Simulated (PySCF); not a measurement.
Which level of theory gave which numbers?

Aluminum trihydride, AlH₃.
Geometry (PBE0-D3(BJ)/def2-SVP, Å), atoms numbered from 1 in this order:
```
atom  x, y, z in Å
Al1    0.005    0.002   -0.010
H2     1.589   -0.143   -0.025
H3    -0.913   -1.297    0.006
H4    -0.660    1.447   -0.017
```

The closed-shell ground state was solved 5 times with PySCF (density fitting, gas phase), always in the pcSseg-2 basis (85 functions), with these functionals: B97-2, BHandHLYP, CAM-B3LYP, LC-wPBE and wB97X-D.

```
row  total energy (Eh)  HOMO (eV)  LUMO (eV)
  P          -244.2116      -9.99      -0.92
  Q          -244.2155      -8.34      -1.76
  R          -244.2045     -10.51      -0.16
  S          -244.2078      -9.78      -1.07
  T          -244.1261     -11.40       0.15
```

Which functional belongs to which row?

P = CAM-B3LYP, Q = B97-2, R = wB97X-D, S = BHandHLYP, T = LC-wPBE. By rising HOMO–LUMO gap: B97-2 (global hybrid, 21 % exact exchange) 6.58 eV; BHandHLYP (global hybrid, 50 % exact exchange) 8.71 eV; CAM-B3LYP (range-separated hybrid) 9.07 eV; wB97X-D (range-separated hybrid) 10.35 eV; LC-wPBE (range-separated hybrid) 11.55 eV. Total energies of different functionals aren't bounds to one another; each is stationary for its own functional.

Note: wB97X-D ran without an empirical dispersion term, which enters the total energy and its gradient alone.
